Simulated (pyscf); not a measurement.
This saddle point was located with ωB97X-D3(BJ)/def2-SVP in PySCF.

```
Si
H 1 1.4917
H 1 1.4936 2 109.59
H 1 1.5669 2 108.45 3 -118.12
H 4 1.2722 2 143.37 1 -176.22
Si 1 2.3315 2 111.32 3 122.04
F 6 1.6344 1 107.66 2 62.96
H 6 1.4893 7 108.35 1 -120.22
H 6 1.4897 8 109.36 7 117.73
```
Charge 0, spin multiplicity 2.

Surface: doublet, charge 0. Lowest wavenumbers (cm⁻¹): 941i, 74, 135, 180, 271.

Task: Which two sides does it connect, and which bonds change?

Result: F–SiH₂–SiH₃ (SMILES F[SiH2][SiH3]) + H• (SMILES [H]) <-> F–SiH₂–SiH₂• (SMILES F[SiH2][SiH2]) + H₂ (SMILES [H][H]), a hydrogen abstraction read from left to right: H–Si broken and H–H formed. At ωB97M-D3(BJ)/def2-TZVP it lies +4.3 kcal/mol from the left side and +19.2 kcal/mol from the right (each side as separated species at their lowest minima found). One saddle was located; it need not be the lowest between these sides. The angle at the transferred H is 177°.
